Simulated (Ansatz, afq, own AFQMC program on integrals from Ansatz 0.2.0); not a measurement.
Two steps: Ansatz 0.2.0 writes the Fock matrix and Cholesky factors of the valence space, and afq projects on them the lowest state that overlaps trial and start.

```yaml
crystal:
  periodic: [false, false, false]
  atoms:
    - {symbol: Ge, position_ang: [0.000000, 0.000000, 2.125993]}
    - {symbol: Al, position_ang: [0.000000, 0.000000, -0.262451]}
    - {symbol: H, position_ang: [0.000000, 0.000000, -1.863543]}
basis:
  gaussian: {orbitals: cc-pVDZ}
magnetization: {spin_polarized: false, initial_magnetization: 2}
correlation: {method: ccsd_t, electrons: outside_noble_gas, hamiltonian_folder: ham}
```

```sh
$ ansatz run in.yaml --threads 1 --pin off --events-out ev --progress --plain --max-ram 1382MiB
```

Options of the walk:

```
--method free --trial cisd --walkers 60 --time-step 0.03 --max-blocks 80 --target-error 0.00034 --factor-cut 1e-05 --seed 7288 --times 0,0.3,0.6,1.2,1.8,2.4,3.6,4.8,6 --taylor-order 8
```

Times are imaginary, in 1/Eh. The walk had a cap of 630 s. Filled inner d shells are frozen with the cores.

```
orbitals 31  electrons 5 3  factors 231 of 553
reference energy -2317.78617590 Eh
CCSD correlation -0.14256796 Eh in 11 cycles, weight of the determinant in the CISD state 0.8766
repeat  energy at the last time / Eh  error
    10  -2317.937087  0.001029
    20  -2317.937619  0.000830
    30  -2317.936374  0.000681
    40  -2317.936000  0.000554
    50  -2317.935850  0.000496
    60  -2317.935936  0.000475
    70  -2317.935815  0.000452
    80  -2317.935616  0.000406
time / (1/Eh)  energy / Eh  error  mean overlap
  0.00  -2317.928816  0.000074  1.1413
  0.30  -2317.931288  0.000096  1.1465
  0.60  -2317.932938  0.000123  1.1452
  1.20  -2317.934643  0.000157  1.1412
  1.80  -2317.935339  0.000177  1.1298
  2.40  -2317.935591  0.000198  1.1407
  3.60  -2317.935730  0.000249  1.1539
  4.80  -2317.935823  0.000315  1.1931
  6.00  -2317.935616  0.000406  1.2292
energy -2317.935616 +/- 0.000406 Eh
```

Task: Estimate how long the walk took on 1 thread of Intel(R) Xeon(R) Platinum 8488C (Sapphire Rapids), on a shared host.

Result: 3.6 min of wall time.

The run passed its tests (error under three times the target), which doesn't prove that it has relaxed.

Against this walk (error 11.1 meV) on the same determinant: CCSD(T) 31.6 meV higher, CCSDT(Q) 18.3 meV lower (within the noise). The error is statistical, and a free projection of finite length keeps a remainder of its start.

Cautions: remainder of the start not in the error; error above the target (11.1 against 9.3 meV); no relativity below Rb; no spin-orbit coupling; inner d shell frozen; lower spins were not checked.

CCSDT and higher add their correlation energy to the determinant of the CCSD(T) run, since their own runs factorise the integrals more tightly (a shift of under 2 meV). A walk keeps the symmetry of its determinant, which the program's search chose and which needn't be the lowest solution, so a lower state of the same spin and another symmetry isn't excluded.
